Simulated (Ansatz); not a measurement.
Geometry optimisation, Ansatz 0.2.0, RKS r2SCANh-D4/def2-mTZVP.

Input file:

```yaml
crystal:
  periodic: [false, false, false]
  atoms:
    - { symbol: C, position_ang: [-0.8461, 0.2573, -0.7225] }
    - { symbol: "N", position_ang: [-0.2511, -0.6731, 0.1115] }
    - { symbol: C, position_ang: [0.8624, -0.4347, 0.7987] }
    - { symbol: "N", position_ang: [1.8159, 0.5248, 0.6541] }
    - { symbol: H, position_ang: [-1.7725, -0.1522, -1.2241] }
    - { symbol: H, position_ang: [-1.2213, 1.1831, -0.1507] }
    - { symbol: H, position_ang: [-0.1963, 0.6418, -1.5258] }
    - { symbol: H, position_ang: [-0.8382, -1.3372, 0.5151] }
    - { symbol: H, position_ang: [1.0762, -1.1762, 1.6383] }
    - { symbol: H, position_ang: [1.4541, 1.1152, -0.0918] }
basis:
  gaussian: { orbitals: def2-mTZVP }
hamiltonian:
  xc: r2scanh
  dispersion: d4
relax:
  f_tol: 0.015
  max_steps: 40
output:
  orbitals: {}
```

Run as:

```bash
$ ansatz run input.yaml --threads 2 --pin off --max-ram 3072MiB --backend cpu --events-out ev --progress --plain --runs-dir out
```

Where does it end, and by what steps?

The forces met the threshold. After 10 steps the energy has fallen by 0.500 eV; H6 moved furthest, 0.18 Å.

```
step  energy less start (eV)  largest force component (eV/Å)  accepted
   0                  0.0000                           4.800       yes
   1                 -0.4042                           2.172       yes
   2                 -0.4605                           1.279       yes
   3                 -0.3832                           0.934        no
   4                 -0.4958                           0.170       yes
   5                 -0.4977                           0.082       yes
   6                 -0.4989                           0.058       yes
   7                 -0.4998                           0.018       yes
   8                 -0.4999                           0.032       yes
   9                 -0.4999                           0.016       yes
  10                 -0.5000                           0.010       yes
```

```xyz
10
Properties=species:S:1:pos:R:3
C -0.854 0.290 -0.741
N -0.264 -0.692 0.136
C 0.897 -0.437 0.816
N 1.703 0.540 0.684
H -1.783 -0.104 -1.146
H -1.067 1.235 -0.228
H -0.189 0.502 -1.582
H -0.879 -1.380 0.540
H 1.145 -1.218 1.536
H 1.374 1.212 -0.012
```

Whether the end is a true minimum wasn't checked by a vibrational analysis.

Run time: 53 s on 2 threads of Arm Neoverse N1, with other jobs on the host, peak memory 0.18 GiB.
